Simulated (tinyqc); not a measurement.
G0W0 on RHF in the sto-6g basis, for H2O, spin multiplicity 1, step by step. One step of it, computed by the program tinyqc.

Task: Integrals over molecular orbitals. (pq|rs) = sum C_ip C_jq C_kr C_ls (ij|kl), one index at a time.

coefficients C:
```
              MO1        MO2        MO3        MO4       MO5        MO6        MO7
1O 1s    0.996808  -0.225268   0.000000   0.093779  0.000000  -0.104741   0.000000
1O 2s    0.014628   0.872517   0.000000  -0.515706  0.000000   0.706855   0.000000
1O 2px   0.000000   0.000000   0.000000   0.000000  1.000000   0.000000   0.000000
1O 2py   0.000000   0.000000   0.625762   0.000000  0.000000   0.000000   0.910618
1O 2pz   0.002728   0.104197   0.000000   0.729475  0.000000   0.778760   0.000000
2H 1s   -0.003022   0.144098   0.451085   0.324167  0.000000  -0.722510  -0.770855
3H 1s   -0.003022   0.144098  -0.451085   0.324167  0.000000  -0.722510   0.770855
```

core Hamiltonian H = T + V (hartree), lower triangle:
```
             1O 1s      1O 2s     1O 2px     1O 2py     1O 2pz      2H 1s      3H 1s
1O 1s   -32.931915
1O 2s    -7.278635  -9.151275
1O 2px    0.000000   0.000000  -7.395800
1O 2py    0.000000   0.000000   0.000000  -7.504409
1O 2pz   -0.018144  -0.207904   0.000000   0.000000  -7.486320
2H 1s    -1.395701  -3.145551   0.000000  -1.663606  -1.584390  -4.713957
3H 1s    -1.395701  -3.145551   0.000000   1.663606  -1.584390  -1.390064  -4.713957
```

Two-electron integrals (ij|kl) in chemists' order, unique and non-zero (hartree):
```
(11|11) 4.787491    (21|11) 0.675884    (21|21) 0.121505    (22|11) 1.117379
(22|21) 0.249212    (22|22) 0.817383    (31|31) 0.025762    (32|31) 0.039145
(32|32) 0.180664    (33|11) 1.117381    (33|21) 0.249212    (33|22) 0.817382
(33|33) 0.880663    (41|41) 0.025762    (42|41) 0.039145    (42|42) 0.180664
(43|43) 0.047461    (44|11) 1.117381    (44|21) 0.249212    (44|22) 0.817382
(44|33) 0.785741    (44|44) 0.880663    (51|51) 0.025762    (52|51) 0.039145
(52|52) 0.180664    (53|53) 0.047461    (54|54) 0.047461    (55|11) 1.117381
(55|21) 0.249212    (55|22) 0.817382    (55|33) 0.785741    (55|44) 0.785741
(55|55) 0.880663    (61|11) 0.137162    (61|21) 0.023638    (61|22) 0.047435
(61|33) 0.047334    (61|41) 0.000855    (61|42) 0.001672    (61|44) 0.047500
(61|51) 0.000780    (61|52) 0.001526    (61|54) 0.000152    (61|55) 0.047472
(61|61) 0.004687    (62|11) 0.338729    (62|21) 0.076631    (62|22) 0.278951
(62|33) 0.274280    (62|41) 0.004538    (62|42) 0.033728    (62|44) 0.281922
(62|51) 0.004142    (62|52) 0.030791    (62|54) 0.006976    (62|55) 0.280649
(62|61) 0.014994    (62|62) 0.119289    (63|31) 0.008443    (63|32) 0.047764
(63|43) 0.006930    (63|53) 0.006327    (63|63) 0.016710    (64|11) 0.182502
(64|21) 0.041867    (64|22) 0.162545    (64|33) 0.155262    (64|41) 0.010604
(64|42) 0.066239    (64|44) 0.173479    (64|51) 0.001972    (64|52) 0.016866
(64|54) 0.010303    (64|55) 0.158892    (64|61) 0.008559    (64|62) 0.084506
(64|64) 0.075904    (65|11) 0.166612    (65|21) 0.038222    (65|22) 0.148392
(65|33) 0.141744    (65|41) 0.001972    (65|42) 0.016866    (65|44) 0.145720
(65|51) 0.010244    (65|52) 0.063162    (65|54) 0.010560    (65|55) 0.157712
(65|61) 0.007814    (65|62) 0.077149    (65|64) 0.054040    (65|65) 0.066045
(66|11) 0.487679    (66|21) 0.112382    (66|22) 0.468428    (66|33) 0.449889
(66|41) 0.008493    (66|42) 0.086738    (66|44) 0.480223    (66|51) 0.007754
(66|52) 0.079185    (66|54) 0.027693    (66|55) 0.475170    (66|61) 0.022206
(66|62) 0.255903    (66|64) 0.206864    (66|65) 0.188852    (66|66) 0.774999
(71|11) 0.137162    (71|21) 0.023638    (71|22) 0.047435    (71|33) 0.047334
(71|41) -0.000855   (71|42) -0.001672   (71|44) 0.047500    (71|51) 0.000780
(71|52) 0.001526    (71|54) -0.000152   (71|55) 0.047472    (71|61) 0.004625
(71|62) 0.014547    (71|64) 0.007569    (71|65) 0.007583    (71|66) 0.021309
(71|71) 0.004687    (72|11) 0.338729    (72|21) 0.076631    (72|22) 0.278951
(72|33) 0.274280    (72|41) -0.004538   (72|42) -0.033728   (72|44) 0.281922
(72|51) 0.004142    (72|52) 0.030791    (72|54) -0.006976   (72|55) 0.280649
(72|61) 0.014547    (72|62) 0.098006    (72|64) 0.047761    (72|65) 0.061753
(72|66) 0.173499    (72|71) 0.014994    (72|72) 0.119289    (73|31) 0.008443
(73|32) 0.047764    (73|43) -0.006930   (73|53) 0.006327    (73|63) 0.013339
(73|73) 0.016710    (74|11) -0.182502   (74|21) -0.041867   (74|22) -0.162545
(74|33) -0.155262   (74|41) 0.010604    (74|42) 0.066239    (74|44) -0.173479
(74|51) -0.001972   (74|52) -0.016866   (74|54) 0.010303    (74|55) -0.158892
(74|61) -0.007569   (74|62) -0.047761   (74|64) -0.010403   (74|65) -0.029430
(74|66) -0.075068   (74|71) -0.008559   (74|72) -0.084506   (74|74) 0.075904
(75|11) 0.166612    (75|21) 0.038222    (75|22) 0.148392    (75|33) 0.141744
(75|41) -0.001972   (75|42) -0.016866   (75|44) 0.145720    (75|51) 0.010244
(75|52) 0.063162    (75|54) -0.010560   (75|55) 0.157712    (75|61) 0.007583
(75|62) 0.061753    (75|64) 0.029430    (75|65) 0.051618    (75|66) 0.119783
(75|71) 0.007814    (75|72) 0.077149    (75|74) -0.054040   (75|75) 0.066045
(76|11) 0.136614    (76|21) 0.031264    (76|22) 0.124272    (76|33) 0.121146
(76|44) 0.123202    (76|51) 0.002595    (76|52) 0.023246    (76|55) 0.128467
(76|61) 0.006068    (76|62) 0.054134    (76|64) 0.033061    (76|65) 0.039360
(76|66) 0.123482    (76|71) 0.006068    (76|72) 0.054134    (76|74) -0.033061
(76|75) 0.039360    (76|76) 0.030815    (77|11) 0.487679    (77|21) 0.112382
(77|22) 0.468428    (77|33) 0.449889    (77|41) -0.008493   (77|42) -0.086738
(77|44) 0.480223    (77|51) 0.007754    (77|52) 0.079185    (77|54) -0.027693
(77|55) 0.475170    (77|61) 0.021309    (77|62) 0.173499    (77|64) 0.075068
(77|65) 0.119783    (77|66) 0.333343    (77|71) 0.022206    (77|72) 0.255903
(77|74) -0.206864   (77|75) 0.188852    (77|76) 0.123482    (77|77) 0.774999
```

Give: one-electron integrals over orbitals h = C^T H C; Two-electron integrals over orbitals.

Result:

one-electron integrals over orbitals h = C^T H C (hartree), lower triangle:
```
         1       2       3       4       5       6       7
1  -32.919
2    0.572  -7.644
3    0.000   0.000  -6.170
4   -0.232   0.529   0.000  -6.697
5    0.000   0.000   0.000   0.000  -7.396
6    0.270  -1.291   0.000  -1.265   0.000  -5.426
7    0.000   0.000  -1.726   0.000   0.000   0.000  -5.502
```

Two-electron integrals over orbitals (pq|rs), unique and non-zero (hartree):
```
(11|11) 4.763       (21|11) -0.434      (21|21) 0.064       (22|11) 1.028
(22|21) -0.015      (22|22) 0.728       (31|31) 0.012       (32|31) 0.017
(32|32) 0.134       (33|11) 0.786       (33|21) -4.45e-03   (33|22) 0.632
(33|33) 0.612       (41|11) 0.185       (41|21) -0.025      (41|22) 0.014
(41|33) 0.006       (41|41) 0.027       (42|11) -0.155      (42|21) 0.009
(42|22) -0.016      (42|33) 3.07e-03    (42|41) 0.017       (42|42) 0.129
(43|31) -3.36e-03   (43|32) 0.023       (43|43) 0.054       (44|11) 0.947
(44|21) -0.012      (44|22) 0.662       (44|33) 0.580       (44|41) -0.009
(44|42) -0.096      (44|44) 0.717       (51|51) 0.027       (52|51) 0.033
(52|52) 0.149       (53|53) 0.028       (54|51) -0.013      (54|52) -0.047
(54|54) 0.051       (55|11) 1.117       (55|21) -0.011      (55|22) 0.754
(55|33) 0.617       (55|41) 4.61e-03    (55|42) -0.081      (55|44) 0.698
(55|55) 0.881       (61|11) -0.215      (61|21) 0.034       (61|22) -1.28e-03
(61|33) 9.14e-04    (61|41) 9.63e-04    (61|42) 0.022       (61|44) -0.017
(61|55) -0.005      (61|61) 0.030       (62|11) 0.288       (62|21) -0.007
(62|22) 0.139       (62|33) 0.075       (62|41) 0.019       (62|42) 0.027
(62|44) 0.067       (62|55) 0.147       (62|61) 0.010       (62|62) 0.099
(63|31) 3.25e-03    (63|32) -0.032      (63|43) -0.033      (63|63) 0.068
(64|11) 0.257       (64|21) -2.81e-03   (64|22) 0.117       (64|33) 0.050
(64|41) -5.34e-05   (64|42) -0.053      (64|44) 0.131       (64|55) 0.143
(64|61) -2.25e-03   (64|62) 0.058       (64|64) 0.094       (65|51) 0.014
(65|52) 0.052       (65|54) 3.78e-03    (65|65) 0.036       (66|11) 0.815
(66|21) -0.008      (66|22) 0.612       (66|33) 0.563       (66|41) 0.019
(66|42) 0.048       (66|44) 0.555       (66|55) 0.591       (66|61) 0.009
(66|62) 0.100       (66|64) 0.052       (66|66) 0.599       (71|31) 0.015
(71|32) 0.022       (71|43) -4.51e-03   (71|63) 3.82e-03    (71|71) 0.020
(72|31) 0.014       (72|32) 0.049       (72|43) -0.034      (72|63) 0.033
(72|71) 0.018       (72|72) 0.065       (73|11) 0.366       (73|21) -0.007
(73|22) 0.153       (73|33) 0.090       (73|41) -6.40e-04   (73|42) -0.083
(73|44) 0.141       (73|55) 0.197       (73|61) -0.006      (73|62) 0.070
(73|64) 0.099       (73|66) 0.044       (73|73) 0.161       (74|31) -0.009
(74|32) -0.077      (74|43) -0.010      (74|63) 0.050       (74|71) -0.012
(74|72) -0.015      (74|74) 0.073       (75|53) 0.024       (75|75) 0.024
(76|31) 0.008       (76|32) 0.087       (76|43) 0.058       (76|63) -0.060
(76|71) 0.010       (76|72) -0.009      (76|74) -0.062      (76|76) 0.111
(77|11) 0.831       (77|21) -0.008      (77|22) 0.610       (77|33) 0.592
(77|41) 3.94e-03    (77|42) -0.013      (77|44) 0.582       (77|55) 0.606
(77|61) -3.30e-03   (77|62) 0.063       (77|64) 0.044       (77|66) 0.561
(77|73) 0.084       (77|77) 0.599
```
